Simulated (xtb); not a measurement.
xtb input (GFN-FF):

```bash
xtb mol.xyz --gfnff --opt tight --chrg 0 --uhf 0
```
mol.xyz:
```
2

Li    -0.00000000    -0.00000000    -1.17116215
F      0.00000000     0.00000000     0.39038738
```

End of the output:

```
         :::::::::::::::::::::::::::::::::::::::::::::::::::::
         ::                     SUMMARY                     ::
         :::::::::::::::::::::::::::::::::::::::::::::::::::::
         :: total energy              -0.161528826417 Eh    ::
         :: gradient norm              0.000000008719 Eh/a0 ::
         ::.................................................::
         :: bond energy               -0.047557657133 Eh    ::
         :: angle energy               0.000000000000 Eh    ::
         :: torsion energy             0.000000000000 Eh    ::
         :: repulsion energy           0.001876660273 Eh    ::
         :: electrostat energy        -0.115728940910 Eh    ::
         :: dispersion energy         -0.000118888647 Eh    ::
         :: HB energy                  0.000000000000 Eh    ::
         :: XB energy                  0.000000000000 Eh    ::
         :: bonded atm energy          0.000000000000 Eh    ::
         :: external energy            0.000000000000 Eh    ::
         :: add. restraining           0.000000000000 Eh    ::
         :: total charge              -0.000000000000 e     ::
         :::::::::::::::::::::::::::::::::::::::::::::::::::::

           -------------------------------------------------
          |                Property Printout                |
           -------------------------------------------------

molecular dipole:
                 x           y           z       tot (Debye)
 q only:       -0.000      -0.000      -1.167       2.966
           -------------------------------------------------
          |                Geometry Summary                 |
           -------------------------------------------------

      molecular mass/u    :       25.9384398
   center of mass at/Å    :       -0.0000000      -0.0000000      -0.0010304
  moments of inertia/u·Å² :        0.0000000E+00   0.1426270E+02   0.1426270E+02
rotational constants/cm⁻¹ :             Infinity   0.1181938E+01   0.1181938E+01

 * 1 selected distances

     #   Z          #   Z                                           value/Å
     0   0          0   0                                         0.0000000 (max)

 * 0 distinct bonds (by element types)

   Z      Z             #   av. dist./Å        max./Å        min./Å

optimized geometry written to: xtbopt.xyz

           -------------------------------------------------
          | TOTAL ENERGY               -0.161528826417 Eh   |
          | GRADIENT NORM               0.000000008719 Eh/α |
           -------------------------------------------------
########################################################################
[WARNING] Runtime exception occurred
-1- gfnff_setup: Could not read topology file.
########################################################################

------------------------------------------------------------------------
------------------------------------------------------------------------
 total:
 SCF:
 ANC optimizer:
```
